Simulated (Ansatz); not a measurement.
Constitutional and geometric isomers with formula C2H5NO. All species are isolated molecules in the gas phase. One relaxed conformer stands for each flexible species; it need not be the lowest. Strings in code marks are SMILES.

Quantity: electronic energy of isomers of C2H5NO relative to `CC(N)=O`, in kJ/mol.

Case: `CNC=O` (C–N–C–O torsion 0°). Geometry of `CNC=O` (neutral, multiplicity 1, Å):

```xyz
9

C     -1.1144    -0.0695     0.1297
N      0.2066     0.5117    -0.0122
C      1.3324    -0.2284    -0.1625
O      1.3806    -1.4396    -0.1973
H     -1.0059    -1.1504     0.0912
H     -1.5652     0.2082     1.0845
H     -1.7732     0.2501    -0.6801
H      0.3059     1.5128     0.0000
H      2.2333     0.4051    -0.2533
```

Predict the electronic energy of isomers of C2H5NO relative to `CC(N)=O` from frozen-core MP2/cc-pVTZ // B3LYP-D3(BJ)/def2-TZVP (Ansatz, a first-principles code).

44.1 kJ/mol.
